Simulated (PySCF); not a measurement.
# C2H6Si (SMILES CC[SiH]) at 5 levels

We compute a comparison of 5 runs (HF/pcseg-2, B3LYP/6-31G*, PBE0/def2-SVP, B3LYP/def2-SVPD, CAM-B3LYP/def2-TZVP) of C2H6Si. The job is set up through a Python script.

Program for the calculation: PySCF 2.14.0.

### Step 1. Starting point

The species is C2H6Si (9 atoms), meant as a singlet with charge 0. As SMILES, `CC[SiH]`. The shape is that of a PBE0-D4/def2-TZVP optimisation. This is one conformer, not always the lowest.

Bond lengths: C1–C2 1.523 Å, C2–Si3 1.891 Å, C1–H4 1.094 Å, C1–H5 1.093 Å, C1–H6 1.092 Å, C2–H7 1.095 Å, C2–H8 1.111 Å, Si3–H9 1.532 Å. Some angles: C1–C2–Si3 121.0°, C1–C2–H7 111.7°, C1–C2–H8 109.8°, Si3–C2–H7 110.3°, Si3–C2–H8 97.9°, C2–C1–H4 112.0°, C2–C1–H5 111.1°, C2–C1–H6 111.0°, C2–Si3–H9 94.7°, H7–C2–H8 104.1°.

### Step 2. Energy and gradient at HF/pcseg-2 (run 1)

job.py

```python
from pyscf import gto, scf

mol = gto.M(
    atom='''
C   -0.593600   0.495600  -0.562700
C    0.423400  -0.563800  -0.158900
Si   1.475100  -0.358700   1.398700
H   -1.208900   0.173100  -1.407700
H   -0.098000   1.423000  -0.860500
H   -1.258400   0.736300   0.269500
H    1.051000  -0.864800  -1.004300
H   -0.103000  -1.497700   0.133400
H    0.401100   0.410600   2.175300
''',
    basis='pcseg-2',
    max_memory=1860,
    verbose=3,
)

mf = scf.RHF(mol)
mf.conv_tol = 1e-10
mf.kernel()
if not mf.converged:
    mf = mf.newton().run(mf.mo_coeff, mf.mo_occ)

e_tot = mf.e_tot
print('E = %.10f Eh' % e_tot)
grad = mf.nuc_grad_method().kernel()
mf.analyze()
```

Started as:

```console
$ OMP_NUM_THREADS=1 python job.py
```

The program printed:

```text
converged SCF energy = -368.125255575422
[... 37 lines left out ...]
MO #28  energy= 0.281940770928095  occ= 0
[... 29 lines left out ...]
MO #58  energy= 1.21958803415764   occ= 0
[... 29 lines left out ...]
MO #88  energy= 2.17377685838126   occ= 0
[... 29 lines left out ...]
MO #118 energy= 4.12385193560004   occ= 0
[... 29 lines left out ...]
MO #148 energy= 5.05465953116698   occ= 0
[... 29 lines left out ...]
MO #178 energy= 14.307515721378    occ= 0
[... 10 lines left out ...]
Dipole moment(X, Y, Z, Debye): -0.82334,  0.07193, -0.87249
```

It took 90 s on 1 thread of Intel Xeon at 2.70GHz, shared host; peak memory 1.1 GiB.

### Step 3. Energy and gradient at B3LYP/6-31G(d) (spherical functions) (run 2)

calc.py

```python
from pyscf import gto, dft

mol = gto.Mole()
mol.atom = '''
C     -1.121741     0.936548    -1.063349
C      0.800110    -1.065428    -0.300277
Si     2.787535    -0.677845     2.643160
H     -2.284490     0.327112    -2.660167
H     -0.185193     2.689080    -1.626109
H     -2.378031     1.391405     0.509281
H      1.986102    -1.634235    -1.897852
H     -0.194642    -2.830243     0.252089
H      0.757969     0.775922     4.110721
'''
mol.max_memory = 1860
mol.verbose = 3
mol.basis = '6-31g*'
mol.unit = 'bohr'
mol.build()

calc0 = dft.RKS(mol)
calc0.xc = 'b3lyp'
calc0.conv_tol = 1e-10
calc0.grids.level = 5
calc0.kernel()
if not calc0.converged:
    calc0 = calc0.newton().run(calc0.mo_coeff, calc0.mo_occ)

etot = calc0.e_tot
print('Final energy', etot)
grad = calc0.nuc_grad_method().kernel()
calc0.analyze()
```

Started as:

```console
$ OMP_NUM_THREADS=1 python calc.py
```

The program printed:

```text
converged SCF energy = -369.248149924573
[... 17 lines left out ...]
MO #8   energy= -0.758191522797028 occ= 2
[... 9 lines left out ...]
MO #18  energy= 0.0402652729833584 occ= 0
[... 9 lines left out ...]
MO #28  energy= 0.295750237443357  occ= 0
[... 9 lines left out ...]
MO #38  energy= 0.801107629670593  occ= 0
[... 9 lines left out ...]
MO #48  energy= 1.46245521509336   occ= 0
[... 9 lines left out ...]
MO #58  energy= 2.59785647957867   occ= 0
[... 10 lines left out ...]
Dipole moment(X, Y, Z, Debye): -0.91575,  0.02812, -0.92172
```

Run time: 25 s. Hardware: 1 thread of Intel Xeon at 2.70GHz, shared host; peak memory 0.59 GiB.

Run 3 isn't shown in full; the table further down has it.

### Step 4. Energy and forces at B3LYP/def2-SVPD (run 4)

job.py

```python
import pyscf.grad
from pyscf import gto, dft

molecule = gto.M(
    atom='''
C     -0.593600     0.495600    -0.562700
C      0.423400    -0.563800    -0.158900
Si     1.475100    -0.358700     1.398700
H     -1.208900     0.173100    -1.407700
H     -0.098000     1.423000    -0.860500
H     -1.258400     0.736300     0.269500
H      1.051000    -0.864800    -1.004300
H     -0.103000    -1.497700     0.133400
H      0.401100     0.410600     2.175300
''',
    max_memory=1860,
    verbose=4,
    basis='def2-svpd',
)

myscf = dft.RKS(molecule, xc='b3lyp')
myscf.conv_tol = 1e-10
myscf.grids.level = 5
myscf.kernel()
if not myscf.converged:
    myscf = myscf.newton().run(myscf.mo_coeff, myscf.mo_occ)

etot = myscf.e_tot
print(f'total energy: {etot:.8f} hartree')
grad = myscf.Gradients().kernel()
dip = myscf.dip_moment()
pop, q = myscf.mulliken_pop()
```

Started as:

```console
$ OMP_NUM_THREADS=1 python job.py
```

The program printed:

```text
PySCF version 2.14.0

[... 77 lines left out ...]
converged SCF energy = -369.126293201277
total energy: -369.12629320 hartree
[... 12 lines left out ...]
Dipole moment(X, Y, Z, Debye): -0.76270, -0.01065, -0.90523
[... 122 lines left out ...]
charge of    8H =      0.06474
```

Wall time 53 s (1 thread of Intel Xeon at 2.70GHz, shared host); peak memory 1.2 GiB.

### Step 5. Energy and gradient at CAM-B3LYP/def2-TZVP (run 5)

calc.py

```python
# CC[SiH]
import pyscf.grad
from pyscf import gto, dft

molecule = gto.M(
    atom='''
C     -1.121741     0.936548    -1.063349
C      0.800110    -1.065428    -0.300277
Si     2.787535    -0.677845     2.643160
H     -2.284490     0.327112    -2.660167
H     -0.185193     2.689080    -1.626109
H     -2.378031     1.391405     0.509281
H      1.986102    -1.634235    -1.897852
H     -0.194642    -2.830243     0.252089
H      0.757969     0.775922     4.110721
''',
    verbose=4,
    max_memory=1860,
    basis='def2-tzvp',
    unit='bohr',
)

mf = dft.RKS(molecule, xc='cam-b3lyp')
mf.conv_tol = 1e-10
mf.grids.level = 5
mf.kernel()
if not mf.converged:
    mf = mf.newton().run(mf.mo_coeff, mf.mo_occ)

e_tot = mf.e_tot
print('E = %.10f Eh' % e_tot)
grad = mf.Gradients().kernel()
dip = mf.dip_moment()
pop, q = mf.mulliken_pop()
```

Started as:

```console
$ OMP_NUM_THREADS=1 python calc.py
```

The program printed:

```text
PySCF version 2.14.0

[... 79 lines left out ...]
converged SCF energy = -369.236934226924
[... 13 lines left out ...]
Dipole moment(X, Y, Z, Debye): -0.71601, -0.01703, -0.86619
[... 145 lines left out ...]
charge of    8H =     -0.07552
```

Run time: 2.6 min. Hardware: 1 thread of Intel Xeon at 2.70GHz, shared host; peak memory 1.5 GiB.

### Step 6. All runs side by side

```
run                               level  integration grid  energy (Eh)  dipole moment (D)  HOMO energy (eV)  LUMO energy (eV)  wall time
  1                          HF/pcseg-2                 –  -368.125256               1.20             -8.61              0.64       90 s
  2  B3LYP/6-31G* (spherical functions)                 5  -369.248150               1.30             -5.93             -2.56       25 s
  3                       PBE0/def2-SVP                 5  -368.871374               1.31             -6.20             -2.43       26 s
  4                     B3LYP/def2-SVPD                 5  -369.126293               1.18             -6.07             -2.65       53 s
  5                 CAM-B3LYP/def2-TZVP                 5  -369.236934               1.12             -7.53             -1.36    2.6 min
```

### Step 7. Outcome

| quantity | value |
| --- | --- |
| run 5: total energy | -369.23693 Eh |
| run 5: dipole moment | 1.12 D |
| run 5: HOMO energy | -7.53 eV |
| run 5: LUMO energy | -1.36 eV |
| run 5: HOMO–LUMO gap | 6.16 eV |
| run 5: largest force on an atom | 0.198 eV/Å |

In words: The dipole moment (its size) runs from 1.12 D (CAM-B3LYP/def2-TZVP) to 1.31 D (PBE0/def2-SVP). The two ends differ in method and basis. The HOMO–LUMO gap runs from 3.37 eV (B3LYP/6-31G*) to 9.25 eV (HF/pcseg-2). Totals of different functionals can't be ranked against each other. All runs together took 5.8 min, the longest 2.6 min.
